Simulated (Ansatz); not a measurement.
Rhombohedral A7 Sb, treated with Hartree–Fock (Ansatz, a program for electronic structure, plane waves, PAW).

Run with plane-wave cutoff 460 eV, 8×8×8 k mesh, Fermi–Dirac smearing 0.05 eV, scalar-relativistic PAW data made under PBE.

Computed at the level's own relaxed cell.

Task: Give the computed lattice constant a and lattice parameter c.

Result: 
- lattice constant a = 4.195 Å
- lattice parameter c = 23.882 Å

Measured, for comparison: lattice constant a 4.301 Å, lattice parameter c 11.232 Å (78 K, zero-point motion not removed; as tabulated in Schiferl, Barrett, J. Appl. Cryst. 2, 30 (1969), COD 9009654). Computed (rounded) less measured: lattice constant a -2.5 %, lattice parameter c +112.6 %.

Note: the cell comes from a level without a dispersion term, which matters for the spacing of layers, chains or molecules.

Spin–orbit coupling is not included.

The computed numbers hold no vibrational or temperature effects.

The result took roughly 7 core-hours.
